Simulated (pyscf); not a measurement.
# Elimination: H₃Si–O–PH₂ → O=PH + silane (SiH₄)

Gas phase, singlet surface, charge 0. Bonds broken: P1–H4, O2–Si3. Bonds formed: Si3–H4. Single points on ωB97X-D3(BJ)/def2-SVP structures (PySCF, gas phase). MP2 and CC: frozen core, UHF for open shells. ΔMP2 is the change of the MP2 total energy from the triple- to the quadruple-zeta basis.

Transition state (Å):

```xyz
8

P     -1.9893    -0.7809     0.7460
O     -0.5188    -0.7393     1.2018
Si    -0.1327    -0.0744    -0.8903
H     -1.7419     0.0921    -0.6777
H     -2.0945    -1.9210    -0.1618
H      0.5029     1.0425    -0.1613
H     -0.2545     0.3808    -2.3249
H      0.3920    -1.4528    -0.9858
```

One imaginary mode, 409i cm⁻¹; descent along it reached the two sides named.

```json
[
 {"bond": "P1–H4", "change": "breaks", "reactant side (Å)": "1.436", "saddle": "1.688", "product side": "3.4"},
 {"bond": "O2–Si3", "change": "breaks", "reactant side (Å)": "1.671", "saddle": "2.229", "product side": "3.0"},
 {"bond": "Si3–H4", "change": "forms", "reactant side (Å)": "3.1", "saddle": "1.632", "product side": "1.490"}
]
```

Electronic energies relative to the reactant's lowest minimum found (eV):

```csv
level,barrier,reaction energy,reverse barrier
ωB97X-D3(BJ)/def2-TZVP,2.62,+2.41,0.22
PBE/def2-TZVP,2.29,+2.06,0.23
r²SCAN/def2-TZVP,2.49,+2.29,0.20
B3LYP-D3(BJ)/def2-TZVP,2.61,+2.22,0.39
PBE0-D3(BJ)/def2-TZVP,2.51,+2.37,0.14
M06-2X/def2-TZVP,2.72,+2.46,0.26
ωB97M-D3(BJ)/def2-TZVP,2.60,+2.25,0.35
HF/def2-TZVP,3.25,+2.39,0.87
MP2/def2-QZVPP,2.64,+2.24,0.40
CCSD/def2-TZVPP,2.78,+2.24,0.54
CCSD(T)/def2-TZVPP,2.67,+2.17,0.50
CCSD(T)/def2-TZVPP + ΔMP2(QZVPP),2.65,+2.19,0.46
```

With CCSD(T)/def2-TZVPP + ΔMP2(QZVPP) energies and thermal terms (ideal gas, 1 atm, RRHO with modes under 100 cm⁻¹ raised to 100, one conformer, R ln 2 for chiral ones without a mode under 150 cm⁻¹), in eV:

| T (K) | ΔH‡ | ΔG‡ | ΔH | ΔG |
|---|---|---|---|---|
| 298 | 2.57 | 2.61 | +2.05 | +1.64 |
| 600 | 2.55 | 2.66 | +2.03 | +1.24 |
| 900 | 2.53 | 2.72 | +1.99 | +0.84 |
| 1200 | 2.51 | 2.79 | +1.95 | +0.47 |

At the saddle there is also a short P–Si contact that neither side keeps. This saddle turned up in a search for another step; its sides and bond changes are read from the two ends of the descent. H₃Si–O–PH₂ lies 0.25 eV over its isomer HO–SiH₂–PH₂ (electronic energy, ωB97M-D3(BJ)/def2-TZVP). One saddle was located; it need not be the lowest between these sides. The CCSD(T) − MP2 part came from Ansatz, without density fitting, on the same reference.
